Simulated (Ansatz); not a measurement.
```yaml
crystal:
  periodic: [false, false, false]
  atoms:
    - {symbol: P, position_ang: [-1.952321, -0.199192, -0.001573]}
    - {symbol: P, position_ang: [-0.010355, 0.216943, 0.001320]}
    - {symbol: Si, position_ang: [2.153616, -0.076998, -0.000073]}
    - {symbol: H, position_ang: [0.303677, 1.600006, 0.009802]}
basis:
  gaussian: {orbitals: def2-TZVP}
magnetization: {spin_polarized: true, initial_magnetization: 1}
hamiltonian: {xc: pbe0}
relax: {f_tol: 0.004, max_steps: 80}
```

```sh
$ ansatz run in.yaml --threads 1 --pin off --events-out ev --progress --plain --max-ram 2176MiB
```

Steps of the relaxation (energy above the last step; positions in Å, forces in eV/Å):

```
4
step 1, 1203.7 meV
P    -1.952   -0.199   -0.002    0.090   -0.008    0.000
P    -0.010    0.217    0.001   -0.277   -0.945   -0.006
Si    2.154   -0.077    0.000   -0.463    0.370    0.002
H     0.304    1.600    0.010    0.651    0.582    0.004
```

```
4
step 2, 984.3 meV
P    -2.008   -0.214   -0.002    0.274    0.226    0.001
P    -0.065    0.177    0.001   -0.097   -1.241   -0.008
Si    2.095    0.046    0.001   -0.884    0.530    0.003
H     0.473    1.532    0.009    0.707    0.485    0.003
```

```
4
step 3, 711.6 meV
P    -2.043   -0.180   -0.001    0.243    0.234    0.001
P    -0.093    0.104    0.001   -0.261   -1.492   -0.009
Si    2.038    0.185    0.002   -0.937    0.494    0.003
H     0.593    1.431    0.009    0.955    0.765    0.005
```

```
4
step 9, 10.9 meV
P    -2.223   -0.576   -0.004   -0.244   -0.027    0.000
P    -0.444    0.115    0.001    0.271   -0.136   -0.001
Si    1.730    0.253    0.002   -0.175    0.106    0.001
H     1.431    1.749    0.011    0.148    0.057    0.000
```

```
4
step 15, 0.0 meV
P    -2.248   -0.576   -0.004    0.000    0.000    0.000
P    -0.446    0.075    0.000   -0.001    0.000    0.000
Si    1.717    0.268    0.002    0.000    0.000    0.000
H     1.471    1.773    0.011    0.000    0.000    0.000
```

Close pairs at the end: Si3–H4 1.525 Å, P1–P2 1.915 Å, P2–Si3 2.173 Å.

A stationary point of unrestricted PBE0 after 15 steps, with ⟨S²⟩ = 0.786 against 0.75 for a pure state; no frequencies were run, so it isn't proven a minimum. 2 min on 1 thread of Arm Neoverse V1, shared host.
